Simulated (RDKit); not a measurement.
RDKit input (UFF):

```python
from rdkit import Chem
from rdkit.Chem import AllChem, rdDetermineBonds

mol = Chem.MolFromXYZFile('mol.xyz')
rdDetermineBonds.DetermineBonds(mol, charge=0)
print('SMILES', Chem.MolToSmiles(Chem.RemoveHs(mol)))
ff = AllChem.UFFGetMoleculeForceField(mol)
e0 = ff.CalcEnergy()
flag = ff.Minimize(maxIts=5000, forceTol=1e-5)
print(f'energy {e0:.4f} -> {ff.CalcEnergy():.4f} kcal/mol, converged: {flag == 0}')
print(Chem.MolToXYZBlock(mol))
```
mol.xyz:
```
3

S     -0.01709357     0.00412436     0.36533252
O      0.02559840     1.23445278    -0.37891730
O      0.00858873    -1.24270151    -0.35174774
```

Output:

```
SMILES O=[S+][O-]
energy 10.1903 -> 0.0000 kcal/mol, converged: True
3

S     -0.015874    0.076277    0.349079
O      0.026223    1.194960   -0.397604
O      0.006744   -1.275362   -0.316807
```

The geometry given is a B3LYP-D3(BJ)/def2-TZVP minimum.
